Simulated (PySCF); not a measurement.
**C3H5FO: geometry, NMR shifts, spin-spin couplings, electronic excitations and core binding energies**

Wanted: the NMR shifts, spin-spin couplings, electronic excitations and core binding energies of C3H5FO (`C[C@@]1(F)CO1`), by calculation.

Computed with PySCF 2.14.0, with density-fitted response routines of our own, on a single molecule in the gas phase. Atoms are numbered from 0 throughout.

## 1. Starting geometry

10 atoms, charge 0, multiplicity 1; geometry from: GFN2-xTB.

Bonds of the start (Å): C0–C1 1.50, C1–F2 1.37, C1–C3 1.46, C3–O4 1.41, O4–C1 1.37, C0–H5 1.09, C0–H6 1.09, C0–H7 1.09, C3–H8 1.08, C3–H9 1.08.

## 2. Geometry optimisation at PBE0-D3(BJ)/def2-SVP

Job settings and geometry (Å):

```
{"job": {"xc": "PBE0", "basis": "def2-SVP", "d3": "d3bj", "grid": 1, "kind": "geom"}, "charge": 0, "multiplicity": 1}
C     -1.271901     0.051189     0.048450
C      0.181344     0.425301     0.094985
F      0.416475     1.428809     0.996478
C      1.297543    -0.490663    -0.138599
O      0.922649     0.521721    -1.051812
H     -1.587253    -0.306007     1.025960
H     -1.425455    -0.724500    -0.695501
H     -1.861868     0.925358    -0.218312
H      1.103110    -1.506045    -0.461342
H      2.234239    -0.320508     0.377165
```

**Question.** This job is followed by: GIAO PBE0/pcSseg-1 NMR shielding, non-relativistic, gas phase; B3LYP/pcJ-1 indirect spin-spin coupling, non-relativistic, gas phase; TDDFT CAM-B3LYP/def2-SVPD, vertical, gas phase, core orbitals frozen in the response; GIAO HF/pcSseg-2 NMR shielding, non-relativistic, gas phase; delta-SCF UKS SCAN, pcX-2 on the ionised atom, pcseg-1 elsewhere, spin-free X2C. What will the session give for the following? point group; rotational constants (main isotopes); 13C shifts against TMS (PBE0/pcSseg-1); 1H shifts against TMS (PBE0/pcSseg-1, means over atoms taken as alike); 19F shifts against CFCl3 (PBE0/pcSseg-1); 17O shifts against H2O (PBE0/pcSseg-1); largest coupling of the table (B3LYP/pcJ-1); lowest singlet (CAM-B3LYP/def2-SVPD); brightest single state of those computed; lowest triplet; vertical ionisation energy (ΔSCF); C1s binding energies, SCAN/pcX-2; F1s binding energies, SCAN/pcX-2; O1s binding energies, SCAN/pcX-2; range of the shift of O4.

The runs gave:

```
                                                              quantity                               value
                                                           point group                                  C1
                                  rotational constants (main isotopes)                7.29, 5.72, 4.17 GHz
                                13C shifts against TMS (PBE0/pcSseg-1)                90.4, 50.8, 19.8 ppm
1H shifts against TMS (PBE0/pcSseg-1, means over atoms taken as alike)                2.83, 2.29, 1.58 ppm
                              19F shifts against CFCl3 (PBE0/pcSseg-1)                          -150.8 ppm
                                17O shifts against H2O (PBE0/pcSseg-1)                            68.6 ppm
                           largest coupling of the table (B3LYP/pcJ-1)            1J(C,F) C1–F2, -323.1 Hz
                                  lowest singlet (CAM-B3LYP/def2-SVPD)         8.36 eV (148 nm), f = 0.011
                              brightest single state of those computed         state 4, 9.06 eV, f = 0.077
                                                        lowest triplet                             7.87 eV
                                     vertical ionisation energy (ΔSCF)                            11.20 eV
                                      C1s binding energies, SCAN/pcX-2  C1 294.75, C3 292.59, C0 291.46 eV
                                      F1s binding energies, SCAN/pcX-2                        F2 692.85 eV
                                      O1s binding energies, SCAN/pcX-2                        O4 539.01 eV
                                              range of the shift of O4                    26.4 to 68.6 ppm
```

**Reading.** Over 5 steps the energy fell by 0.037 eV; of the close pairs, C3–O4 changed most, 1.414 to 1.430 Å. No frequency check was run at this level, so the end point may be a saddle. At PBE0/pcSseg-1: The largest span, 292 ppm, is at O4, where the paramagnetic term is -132 ppm. In the run at B3LYP/pcJ-1, the largest coupling of the table is C1–F2, -323.1 Hz, of which the Fermi-contact term gives -331.7 Hz. Couplings across rotatable bonds belong to this one conformer; where others are populated, the observed values are averages. The first singlet state (HOMO→LUMO 0.53, HOMO→LUMO+2 0.35) lies at 8.36 eV and is weak; of the 10 states computed, the strongest absorption comes from state 4 at 9.06 eV. The lowest triplet lies 0.49 eV below the lowest singlet (triplets in Tamm-Dancoff, singlets in full TDDFT). The orbital energy would give 10.11 eV for ionisation, ΔSCF gives 11.20 eV. C1 (three-membered-ring carbon bearing a halogen) binds its C1s electron 3.29 eV more tightly than C0 (methyl carbon). Across the 2 runs the shift of O4 moves most, between 26.4 (HF/pcSseg-2) and 68.6 ppm (PBE0/pcSseg-1).
